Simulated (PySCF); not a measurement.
Towards the basis-set limit for BO⁻

State: ¹Σ⁺, singlet, closed shell. De refers to B + O⁻. RHF-based CCSD(T) in PySCF 2.14 with B aug-cc-pVTZ, O aug-cc-pVTZ and B aug-cc-pVQZ, O aug-cc-pVQZ (frozen core orbitals: 2; no relativity). Correlation energies are extrapolated as n⁻³ (n = 3, 4), Hartree–Fock as (n+1)·exp(−9√n). CV is the change on freezing 0 orbitals instead, in B cc-pwCVTZ, O cc-pwCVTZ. SR is the spin-free X2C energy in B cc-pVTZ-DK, O cc-pVTZ-DK less the non-relativistic one in B cc-pVTZ, O cc-pVTZ.

| Level | Re (Å) | ωe (cm⁻¹) | ωexe (cm⁻¹) | αe (cm⁻¹) | De (eV) |
| --- | --- | --- | --- | --- | --- |
| CCSD(T)/TZ | 1.2476 | 1692.3 | 11.0 | 0.0164 | 9.279 |
| CCSD(T)/QZ | 1.2414 | 1707.0 | 11.1 | 0.0167 | 9.407 |
| HF/CBS | 1.2138 | 1868.6 | 10.4 | 0.0155 | 7.820 |
| MP2/CBS | 1.2425 | 1694.4 | 11.2 | 0.0169 | 10.011 |
| CCSD/CBS | 1.2323 | 1758.4 | 10.8 | 0.0162 | 9.286 |
| CCSD(T)/CBS | 1.2390 | 1715.6 | 11.2 | 0.0168 | 9.479 |
| CCSD(T)/CBS+CV | 1.2360 | 1724.2 | 11.3 | 0.0168 | 9.530 |
| CCSD(T)/CBS+CV+SR | 1.2358 | 1723.7 | 11.3 | 0.0168 | 9.527 |

How much is left between CCSD(T)/QZ and the basis-set limit, and how much do the triples give at the limit?

CCSD(T)/CBS less CCSD(T)/QZ: -2.4 mÅ in Re, +8.6 cm⁻¹ in ωe and +0.072 eV in De. CCSD(T)/CBS less CCSD/CBS: +6.7 mÅ in Re, -42.8 cm⁻¹ in ωe and +0.193 eV in De.

What do the later terms add?

CV: -3.0 mÅ in Re, +8.6 cm⁻¹ in ωe and +0.051 eV in De; SR: -0.2 mÅ in Re, -0.5 cm⁻¹ in ωe and -0.003 eV in De, each against the row above.

The T1 diagnostic is 0.020. The open-shell atoms are computed with UHF. Spin–orbit coupling, excitations beyond (T) and corrections to the Born–Oppenheimer picture are left out.

The whole job (state search and all basis sets along the bond) took about 6.5 min on 4 threads of Intel Xeon Platinum 8488C (shared host), peak memory 7.8 GiB.
